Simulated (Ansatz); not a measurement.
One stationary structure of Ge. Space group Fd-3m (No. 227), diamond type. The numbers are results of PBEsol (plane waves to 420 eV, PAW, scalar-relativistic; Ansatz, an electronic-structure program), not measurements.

```xyz
2
Lattice="0.0000 2.8380 2.8380 2.8380 0.0000 2.8380 2.8380 2.8380 0.0000" Properties=species:S:1:pos:R:3 pbc="T T T"
Ge     4.2570     4.2570     4.2570
Ge     2.8380     2.8380     2.8380
```

Question: What is the computed band gap (PBEsol)?

Answer: Zero, with touching bands (no spin-orbit coupling).

No spin polarisation in the result.

Measured for Ge: a 5.644 Å (static lattice; corrected from measurement; as listed in Daniel Mejia-Rodriguez, S. B. Trickey, Phys. Rev. B (2018)); gap 0.792 eV (static lattice; corrected from measurement; as listed in Anna Miglio et al., npj Computational Materials (2020)). Computed minus measured — a: PBEsol +0.6 %; gap: PBEsol -0.79 eV. The computed values are for a static lattice, and a measured gap can be an optical one, lowered by exciton binding.

The run could not lose the symmetry of its start; a randomly shaken copy of 4 atoms returns to this structure.
